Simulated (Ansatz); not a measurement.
**CO2+ (doublet): the correlation ladder, def2-QZVPP**

An exercise on one series of results from a longer session: the logs are not shown, and one member is left open.

Method: def2-QZVPP, core rule «outside noble gas», up to 3 orbitals frozen; program: Ansatz 0.2.0, Gaussian basis.

The runs, in order: UHF; ROHF; CCSD(T) on UHF.

2 further runs of the same task are left out: 2 set aside as unsound or not needed.

### What is computed

The geometry is a PBE0/def2-TZVP stationary point (not a proven minimum) of the parent state, kept for this charge and spin.

3 atoms, charge 1, spin multiplicity 2.

Atoms are counted from 1 here; the program's logs count them from 0.

Bond lengths: C1–O2 1.157 Å, C1–O3 1.157 Å. Angles: O2–C1–O3 180.0°.

Coordinates:

```xyz
3
CO2
C     0.0000    0.0000    0.0000
O     0.0000    0.0000   -1.1568
O     0.0000    0.0000    1.1568
```

Set-up of the first run:

Contents of in.yaml:

```yaml
crystal:
  periodic: [false, false, false]
  atoms:
    - {symbol: C, position_ang: [0.000000, 0.000000, 0.000000]}
    - {symbol: O, position_ang: [0.000000, 0.000000, -1.156800]}
    - {symbol: O, position_ang: [0.000000, 0.000000, 1.156800]}
basis:
  gaussian: {orbitals: "def2-QZVPP.json"}
total_charge: 1
magnetization: {spin_polarized: true, initial_magnetization: 1}
hamiltonian: {xc: hf}
output: {orbitals: {seedname: orbitals}}
```

Started as:

```
> ansatz run in.yaml --threads 1 --pin off --events-out ev --progress --plain --max-ram 2393MiB
```

Among the steps run: UHF; ROHF; CCSD(T) on UHF.

One of the session's tables, all rows but one given; the rest of the session is left out.

It belongs to the step «Misses and costs». 

```
  method  from UCCSD(T) (meV)
    ROHF             +17422.8
     UHF             +16527.2
    UMP2                    ?
   UCCSD               +750.4
UCCSD(T)                    0
```

Q: Estimate the row for UMP2 from the others.

**Answer.** from UCCSD(T) (meV): +1382.2. In the column «from UCCSD(T) (meV)» it lies between UCCSD (+750.4) and UHF (+16527.2).
